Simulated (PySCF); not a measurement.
Method: PySCF, PBE, basis Cl def2-TZVP, F def2-TZVP (no relativity, density fitting). Open shells, if any, are unrestricted.

Problem. What spin state, shape and geometry does isolated ClF₃ take (every ligand bound to Cl)?

Solution. Counting electrons, chlorine keeps 4 of its valence electrons outside its bonds, so the VSEPR class is AX3E2 and the expected shape is T-shaped (C2v), as computed. The lowest minimum found is a singlet of C2v symmetry with Cl–F 1.643 Å, Cl–F 1.737 Å (×2); F–Cl–F 88.8° (×2), F–Cl–F 177.6°. Its harmonic wavenumbers are 272 (a1), 311 (b1), 379 (b2), 499 (a1), 688 (b2), 691 (a1) cm⁻¹ and its dipole moment is 0.63 D.
